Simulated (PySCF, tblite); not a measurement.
# C5H10P+: dynamics, then NMR shifts on frames, part 2 of 2

tblite 0.8.0 and PySCF 2.14.0. Atoms count from 0. Earlier steps stand in the parts before.

## Step 5: NMR shieldings: 625 fs, PBE0/pcSseg-1

The job: settings as JSON, then the geometry in Å.

```
{"job": {"kind": "nmr", "xc": "PBE0", "basis": "pcSseg-1", "pop": false}, "charge": 1, "multiplicity": 1}
C      1.507600     0.141200     0.488800
P     -0.135600    -0.233700    -0.117900
C     -1.360200     0.917700     0.459600
C     -2.404100     0.204500     0.899000
C     -2.369700    -1.305500     0.875400
C     -0.919200    -1.753400     0.432900
H      2.380500    -0.477600     0.360100
H      1.564400     0.235700     1.553700
H      1.756300     1.131100     0.093800
H     -0.159100    -0.178200    -1.506300
H     -1.305900     1.994100     0.418100
H     -3.317100     0.745300     1.183100
H     -3.194600    -1.671700     0.213300
H     -2.425200    -1.664800     1.922100
H     -0.319700    -2.106600     1.286800
H     -0.946500    -2.625000    -0.190200
```

Method: GIAO PBE0/pcSseg-1 NMR shielding, non-relativistic, gas phase.

What it wrote:

```text
coarse grid: 13256 points
cycle   1  E = -537.1514786782  dE =  1.001e+00  |g| = 3.820e-01  |ddm| = 3.530e+00
cycle   2  E = -537.1515943711  dE = -1.157e-04  |g| = 3.812e-01  |ddm| = 7.498e-01
cycle   3  E = -537.1874647772  dE = -3.587e-02  |g| = 3.286e-02  |ddm| = 4.021e-01
cycle   4  E = -537.1875324096  dE = -6.763e-05  |g| = 2.915e-02  |ddm| = 4.828e-02
cycle   5  E = -537.1877453786  dE = -2.130e-04  |g| = 4.389e-03  |ddm| = 2.572e-02
cycle   6  E = -537.1877501713  dE = -4.793e-06  |g| = 1.291e-03  |ddm| = 5.418e-03
final grid: 121688 points
cycle   7  E = -537.2249376842  dE = -2.662e-05  |g| = 8.375e-03  |ddm| = 2.556e-02
cycle   8  E = -537.2249337039  dE =  3.980e-06  |g| = 9.333e-03  |ddm| = 1.442e-02
cycle   9  E = -537.2249558788  dE = -2.217e-05  |g| = 5.024e-04  |ddm| = 7.919e-03
cycle  10  E = -537.2249559323  dE = -5.347e-08  |g| = 2.062e-04  |ddm| = 6.196e-04
cycle  11  E = -537.2249559424  dE = -1.007e-08  |g| = 7.011e-05  |ddm| = 2.156e-04
cycle  12  E = -537.2249559435  dE = -1.133e-09  |g| = 2.302e-05  |ddm| = 7.138e-05
cycle  13  E = -537.2249559436  dE = -1.376e-10  |g| = 3.176e-06  |ddm| = 2.089e-05
converged SCF energy = -537.2249559436

GIAO shielding tensors (ppm)
atom      isotropic    diamagn.    paramagn.     s11        s22        s33       span
  0 C      183.763     254.648     -70.884    169.696    180.620    200.974     31.278
  1 P      313.837     968.464    -654.626    198.427    365.851    377.233    178.806
  2 C       70.693     263.201    -192.507    -35.949    106.190    141.840    177.789
  3 C        7.179     256.188    -249.009   -114.580     -7.087    143.204    257.783
  4 C      142.468     249.371    -106.903    114.049    147.180    166.177     52.128
  5 C      170.140     257.823     -87.683    149.877    168.918    191.624     41.747
  6 H       29.335      29.064       0.271     24.433     25.507     38.066     13.633
  7 H       30.202      30.802      -0.600     25.436     27.749     37.421     11.985
  8 H       29.514      29.911      -0.396     23.789     26.661     38.093     14.304
  9 H       24.740      29.223      -4.483     21.199     21.922     31.099      9.900
 10 H       25.178      31.117      -5.939     22.595     25.315     27.623      5.028
 11 H       23.556      27.456      -3.900     21.837     22.663     26.167      4.330
 12 H       27.306      25.944       1.361     22.339     25.444     34.134     11.795
 13 H       27.195      26.345       0.851     21.752     25.609     34.226     12.474
 14 H       29.181      31.335      -2.154     23.623     27.599     36.322     12.699
 15 H       28.883      30.107      -1.223     23.842     26.419     36.388     12.546
```

Run time: 26 s. Hardware: 1 thread of Arm Neoverse N1, shared host; peak memory 0.82 GiB.

In short: δ C3 179.7, C2 116.2, C4 44.5, C5 16.8, H11 8.16, H9 6.98 ppm.

## Step 6: Nuclear shieldings: 800 fs, PBE0/pcSseg-1

The job: settings as JSON, then the geometry in Å.

```
{"job": {"kind": "nmr", "xc": "PBE0", "basis": "pcSseg-1", "pop": false}, "charge": 1, "multiplicity": 1}
C      1.887200     0.028500     1.006600
P      0.126600    -0.206800     0.426500
C     -1.072200     1.049400     1.000700
C     -2.240600     0.396800     1.164000
C     -2.326000    -1.088600     1.086200
C     -0.816200    -1.580000     1.078900
H      2.615900    -0.791400     0.886500
H      1.890100     0.424800     1.990900
H      2.236700     0.793900     0.323000
H      0.142800    -0.328200    -0.924600
H     -0.976600     2.162600     0.935300
H     -3.151400     0.917600     1.389200
H     -2.933200    -1.318700     0.217600
H     -2.727800    -1.486300     1.950500
H     -0.536600    -1.576200     2.161200
H     -0.588000    -2.577900     0.692500
```

Level: GIAO PBE0/pcSseg-1 NMR shielding, non-relativistic, gas phase.

What it wrote:

```text
coarse grid: 13256 points
cycle   1  E = -537.1460835966  dE =  9.488e-01  |g| = 3.774e-01  |ddm| = 3.511e+00
cycle   2  E = -537.1391863546  dE =  6.897e-03  |g| = 4.099e-01  |ddm| = 8.046e-01
cycle   3  E = -537.1822292911  dE = -4.304e-02  |g| = 5.508e-02  |ddm| = 4.559e-01
cycle   4  E = -537.1826701088  dE = -4.408e-04  |g| = 3.735e-02  |ddm| = 6.768e-02
cycle   5  E = -537.1830201674  dE = -3.501e-04  |g| = 3.995e-03  |ddm| = 3.098e-02
cycle   6  E = -537.1830239957  dE = -3.828e-06  |g| = 1.366e-03  |ddm| = 5.777e-03
final grid: 121688 points
cycle   7  E = -537.2203970210  dE = -2.741e-05  |g| = 8.434e-03  |ddm| = 2.489e-02
cycle   8  E = -537.2203919718  dE =  5.049e-06  |g| = 9.599e-03  |ddm| = 1.481e-02
cycle   9  E = -537.2204156918  dE = -2.372e-05  |g| = 5.621e-04  |ddm| = 8.287e-03
cycle  10  E = -537.2204157599  dE = -6.811e-08  |g| = 2.618e-04  |ddm| = 7.539e-04
cycle  11  E = -537.2204157764  dE = -1.649e-08  |g| = 7.803e-05  |ddm| = 2.528e-04
cycle  12  E = -537.2204157779  dE = -1.414e-09  |g| = 2.576e-05  |ddm| = 8.226e-05
cycle  13  E = -537.2204157780  dE = -1.646e-10  |g| = 3.882e-06  |ddm| = 2.309e-05
converged SCF energy = -537.2204157780

GIAO shielding tensors (ppm)
atom      isotropic    diamagn.    paramagn.     s11        s22        s33       span
  0 C      176.840     254.537     -77.697    161.148    173.819    195.553     34.405
  1 P      311.006     969.080    -658.074    200.081    360.007    372.930    172.849
  2 C       68.644     262.162    -193.518    -33.460    104.759    134.633    168.093
  3 C        6.143     256.732    -250.589   -115.050    -19.195    152.674    267.723
  4 C      147.877     251.108    -103.231    128.881    145.449    169.302     40.421
  5 C      164.011     257.352     -93.341    142.120    169.307    180.606     38.487
  6 H       28.500      27.921       0.578     23.606     25.496     36.396     12.791
  7 H       30.208      29.678       0.530     25.187     27.779     37.658     12.471
  8 H       29.462      30.487      -1.025     24.346     26.895     37.146     12.800
  9 H       25.604      31.196      -5.592     21.506     23.547     31.760     10.254
 10 H       24.404      29.657      -5.253     21.462     24.375     27.374      5.911
 11 H       23.726      28.413      -4.687     22.043     23.336     25.800      3.757
 12 H       28.483      28.599      -0.115     24.234     25.988     35.228     10.994
 13 H       29.367      28.917       0.450     23.962     27.422     36.717     12.755
 14 H       28.859      30.571      -1.713     23.504     27.506     35.565     12.061
 15 H       28.599      29.673      -1.073     23.472     26.112     36.214     12.743
```

Run time: 26 s. Hardware: 1 thread of Arm Neoverse N1, shared host; peak memory 0.82 GiB.

In short: δ C3 180.8, C2 118.3, C4 39.0, C5 22.9, H11 7.99, H10 7.31 ppm.

## Step 7: NMR shieldings: 1000 fs, PBE0/pcSseg-1

The job: settings as JSON, then the geometry in Å.

```
{"job": {"kind": "nmr", "xc": "PBE0", "basis": "pcSseg-1", "pop": false}, "charge": 1, "multiplicity": 1}
C      1.428900     0.385600     1.784100
P      0.130200     0.120200     0.531000
C     -1.165300     1.299400     0.502900
C     -2.349900     0.666700     0.862200
C     -2.255300    -0.805000     1.072500
C     -0.813700    -1.344900     0.913600
H      2.118100    -0.387200     1.915400
H      0.707100     0.452800     2.691300
H      1.844700     1.368800     1.545600
H      0.711300    -0.009000    -0.722600
H     -1.169700     2.327900     0.219500
H     -3.316600     1.120400     0.969100
H     -2.860300    -1.303300     0.316200
H     -2.692900    -1.244200     1.964200
H     -0.570500    -1.970500     1.842700
H     -0.805900    -1.998100     0.040800
```

With the program's defaults for keys left out, this is: GIAO PBE0/pcSseg-1 NMR shielding, non-relativistic, gas phase.

What it wrote:

```text
coarse grid: 13256 points
cycle   1  E = -537.1467737071  dE =  9.963e-01  |g| = 3.672e-01  |ddm| = 3.514e+00
cycle   2  E = -537.1461165186  dE =  6.572e-04  |g| = 3.729e-01  |ddm| = 7.406e-01
cycle   3  E = -537.1804062451  dE = -3.429e-02  |g| = 3.422e-02  |ddm| = 3.908e-01
cycle   4  E = -537.1804496193  dE = -4.337e-05  |g| = 3.230e-02  |ddm| = 5.165e-02
cycle   5  E = -537.1807151805  dE = -2.656e-04  |g| = 4.509e-03  |ddm| = 2.716e-02
cycle   6  E = -537.1807204450  dE = -5.264e-06  |g| = 1.056e-03  |ddm| = 5.784e-03
final grid: 121688 points
cycle   7  E = -537.2178327738  dE = -3.168e-05  |g| = 8.214e-03  |ddm| = 2.660e-02
cycle   8  E = -537.2178285402  dE =  4.234e-06  |g| = 9.278e-03  |ddm| = 1.384e-02
cycle   9  E = -537.2178502233  dE = -2.168e-05  |g| = 4.946e-04  |ddm| = 7.528e-03
cycle  10  E = -537.2178502626  dE = -3.930e-08  |g| = 3.171e-04  |ddm| = 6.886e-04
cycle  11  E = -537.2178502886  dE = -2.600e-08  |g| = 6.558e-05  |ddm| = 2.860e-04
cycle  12  E = -537.2178502896  dE = -9.566e-10  |g| = 2.302e-05  |ddm| = 7.232e-05
converged SCF energy = -537.2178502896

GIAO shielding tensors (ppm)
atom      isotropic    diamagn.    paramagn.     s11        s22        s33       span
  0 C      168.819     255.925     -87.106    157.864    169.267    179.327     21.462
  1 P      314.910     969.276    -654.366    219.000    343.555    382.176    163.177
  2 C       68.555     260.950    -192.395    -47.013    106.017    146.662    193.674
  3 C       -7.568     255.263    -262.831   -132.870    -32.043    142.208    275.078
  4 C      148.351     250.313    -101.962    125.696    141.234    178.124     52.428
  5 C      169.139     257.591     -88.452    147.241    175.195    184.981     37.740
  6 H       30.084      30.320      -0.236     25.581     27.166     37.506     11.925
  7 H       28.411      27.251       1.161     24.051     27.719     33.464      9.413
  8 H       29.001      28.540       0.462     23.860     26.541     36.603     12.743
  9 H       24.709      30.047      -5.338     21.173     21.674     31.280     10.108
 10 H       25.150      30.633      -5.483     22.553     24.324     28.573      6.019
 11 H       23.034      28.263      -5.229     21.457     22.468     25.179      3.722
 12 H       28.354      29.032      -0.678     22.785     26.680     35.597     12.812
 13 H       28.056      27.462       0.593     22.541     26.862     34.763     12.222
 14 H       27.488      29.271      -1.782     22.152     25.721     34.591     12.439
 15 H       28.625      32.091      -3.466     23.093     26.421     36.360     13.268
```

Wall time 25 s (1 thread of Arm Neoverse N1, shared host); peak memory 0.82 GiB.

In short: δ C3 194.5, C2 118.4, C4 38.6, C0 18.1, H11 8.68, H9 7.01 ppm.

## Step 8: Side by side: NMR shifts

Shifts (ppm) of some atoms, chosen among heavy atoms and hydrogens apart, with basis size and wall time:

```
  frame     C3    C4    C5    C0   H13   H12    P1  functions  time
 250 fs  184.7  36.6  26.4  17.7  3.44  1.81  -3.0        159  27 s
 425 fs  170.5  49.2  27.3   4.3  5.28  5.15  14.6        159  25 s
 625 fs  179.7  44.5  16.8   3.2  4.52  4.41   4.5        159  26 s
 800 fs  180.8  39.0  22.9  10.1  2.35  3.23   7.4        159  26 s
1000 fs  194.5  38.6  17.8  18.1  3.66  3.36   3.5        159  25 s
```

## Step 9: Results

What follows sums up all 2 parts.

```
                                        quantity                                                           value
                                      thermostat                                                           300 K
                   mean temperature, second half                                                           254 K
         mean potential energy above the minimum                                                         0.50 eV
  ¹³C shifts against TMS (PBE0/pcSseg-1, 250 fs)                              184.7, 108.5, 36.6, 26.4, 17.7 ppm
   ¹H shifts against TMS (PBE0/pcSseg-1, 250 fs)  8.59, 6.20, 5.89, 4.23, 4.02, 3.45, 3.44, 3.11, 1.81, 1.50 ppm
³¹P shifts against H3PO4 (PBE0/pcSseg-1, 250 fs)                                                        -3.0 ppm
                        range of the shift of C3                                              170.5 to 194.5 ppm
```

**Reading.** In the second half the potential energy averages 0.50 eV above the minimum; equipartition over 42 harmonic modes at 300 K would give 0.54 eV. With 16 atoms the temperature swings widely (136 to 422 K). Shifts at one fixed geometry are not the observed spectrum, which averages over the motion. In the first frame run (250 fs): Shielding is most anisotropic at C3 (span 261 ppm, paramagnetic term -253 ppm). Across the 5 runs the shift of C3 moves most, between 170.5 (425 fs) and 194.5 ppm (1000 fs).
